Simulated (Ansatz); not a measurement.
Worked example: ideal-gas entropy of C3O2 (SMILES O=C=C=C=O)

A singlet with charge 0, relaxed at MP2/aug-cc-pVDZ, 5 core orbitals frozen (Ansatz 0.2.0):

```xyz
5

O     0.4526   -2.0726    1.2427
C     0.1521   -1.0928    0.6558
C    -0.2446   -0.0305    0.0262
C    -0.1614    1.0616   -0.6684
O    -0.1489    2.0608   -1.2978
```

Harmonic wavenumbers in cm⁻¹: 77, 522, 525, 569, 572, 792, 1566, 2196, 2396.

Masses in u: O 15.999, C 12.011. Take T = 298.15 K, p = 1 bar, R = 8.3145 J/(mol K), kT/hc = 207.22 cm⁻¹, rigid rotor and harmonic oscillator.

Q: Compute the standard molar entropy.

A: 
1. Translation (Sackur–Tetrode): S = R[3/2 ln M + 5/2 ln T − 1.1517] with M = 68.031 gives 161.5 J/(mol K).
2. Rotation: principal moments 1.440, 230.191, 231.631 u Å² give A, B, C = 11.7054, 0.0732, 0.0728 cm⁻¹; the symmetry number is σ = 2; q = (√π/σ)√((kT/hc)³/ABC) = 10585; S = R(ln q + 3/2) = 89.5.
3. Vibration: with u = ν̃/207.22, each mode gives R[u/(eᵘ − 1) − ln(1 − e⁻ᵘ)]; the sum is 26.8, most from 77 cm⁻¹ (16.6), 522 cm⁻¹ (2.5), 525 cm⁻¹ (2.5).
4. Electronic: R ln 1 = 0.0, from the spin multiplicity alone.
5. Sum: 161.5 + 89.5 + 26.8 + 0.0 = 277.8 J/(mol K).

No measured value is set beside it here.
